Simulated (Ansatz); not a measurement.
```yaml
crystal:
  periodic: [false, false, false]
  atoms:
    - {symbol: Zr, position_ang: [0.000000, 0.000000, 0.000000]}
    - {symbol: Cl, position_ang: [1.297868, 1.301392, 1.300192]}
    - {symbol: Cl, position_ang: [-1.302285, -1.297728, 1.299438]}
    - {symbol: Cl, position_ang: [-1.297348, 1.298242, -1.303856]}
    - {symbol: Cl, position_ang: [1.301765, -1.301906, -1.295774]}
basis:
  gaussian: {orbitals: def2-TZVP}
hamiltonian: {xc: pbe0}
relax: {f_tol: 0.004, max_steps: 80}
```

```sh
$ ansatz run in.yaml --threads 1 --pin off --events-out ev --progress --plain --max-ram 2176MiB
```

Steps of the relaxation (energy above the last step; positions in Å, forces in eV/Å):

```
5
step 1, 180.6 meV
Zr    0.000    0.000    0.000    0.000    0.000    0.000
Cl    1.298    1.301    1.300    0.820    0.822    0.822
Cl   -1.302   -1.298    1.299   -0.823   -0.820    0.821
Cl   -1.297    1.298   -1.304   -0.820    0.820   -0.824
Cl    1.302   -1.302   -1.296    0.823   -0.823   -0.819
```

```
5
step 2, 24.0 meV
Zr    0.000    0.000    0.000    0.000    0.000    0.000
Cl    1.351    1.354    1.353   -0.265   -0.266   -0.266
Cl   -1.355   -1.351    1.352    0.266    0.265   -0.266
Cl   -1.350    1.351   -1.357    0.265   -0.265    0.267
Cl    1.355   -1.355   -1.349   -0.266    0.266    0.265
```

```
5
step 3, 0.0 meV
Zr    0.000    0.000    0.000    0.000    0.000    0.000
Cl    1.336    1.339    1.338    0.008    0.008    0.008
Cl   -1.340   -1.335    1.337   -0.008   -0.008    0.008
Cl   -1.335    1.336   -1.342   -0.008    0.008   -0.008
Cl    1.340   -1.340   -1.333    0.008   -0.008   -0.008
```

```
5
step 4, 0.0 meV
Zr    0.000    0.000    0.000    0.000    0.000    0.000
Cl    1.336    1.340    1.338    0.000    0.000    0.000
Cl   -1.341   -1.336    1.338    0.000    0.000    0.000
Cl   -1.336    1.336   -1.342    0.000    0.000    0.000
Cl    1.340   -1.340   -1.334    0.000    0.000    0.000
```

Close pairs at the end: Zr1–Cl5 2.318 Å, Zr1–Cl2 2.318 Å, Zr1–Cl3 2.318 Å, Zr1–Cl4 2.318 Å.

A stationary point of restricted PBE0 after 4 steps (its stability towards spin polarisation wasn't tested); no frequencies were run, so it isn't proven a minimum. 71 s on 1 thread of Intel Xeon Platinum 8488C, shared host.
